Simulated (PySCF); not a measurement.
Species, as SMILES: [SiH3]C (CH3-SiH3).
Geometry (B3LYP-D3(BJ)/def2-TZVP, fixed):
```
Si
H 1 1.4834
H 1 1.4834 2 108.30
H 1 1.4834 2 108.30 3 -117.24
C 1 1.8761 2 110.62 4 -121.38
H 5 1.0915 1 110.87 2 60.00
H 5 1.0915 6 108.04 1 -121.68
H 5 1.0915 6 108.04 7 -116.65
```

Basis-set convergence of the lowest singlet excitation energy at CAM-B3LYP with PySCF. Tamm-Dancoff approximation; the state is taken by its order, and sets in which it differs in degeneracy or brightness are left out, yet its character can still change. All functions are spherical. Density fitting with generated auxiliary sets. No added dispersion term, no relativity. Reference: the value in aug-pcseg-2, 8.141 eV, itself unsure by roughly 0.001 eV (its distance from aug-cc-pV(T+d)Z). Deviations are taken from unrounded values. Cost is core time over that of def2-SVPD, rough, on shared machines of one kind.

| basis | functions | cost |
|---|---|---|
| def2-SVPD | 92 | 1× |
| aug-cc-pV(D+d)Z | 109 | 1× |
| def2-TZVPD | 134 | 2× |
| pcseg-2 | 148 | 3× |
| jun-cc-pV(T+d)Z | 171 | 5× |
| def2-TZVPPD | 187 | 4× |
| aug-cc-pV(T+d)Z | 239 | 10× |

Question: Which is the smallest set listed that can be trusted to 0.1 eV here, that is, within that of the reference together with its larger relatives (same family, alike in diffuse functions; a set with none to test it counts only in the reference's own line)?

Answer: The smallest set listed that lies within 0.1 eV of the reference with all its larger relatives (same family, alike in diffuse functions; a set with none counts only in the reference's own line) is aug-cc-pV(D+d)Z (109 functions, 1× in cost, 0.015 eV off). Value minus reference: def2-SVPD 0.458, aug-cc-pV(D+d)Z 0.015, def2-TZVPD 0.197, pcseg-2 0.364, jun-cc-pV(T+d)Z 0.081, def2-TZVPPD 0.191, aug-cc-pV(T+d)Z -0.001 eV.
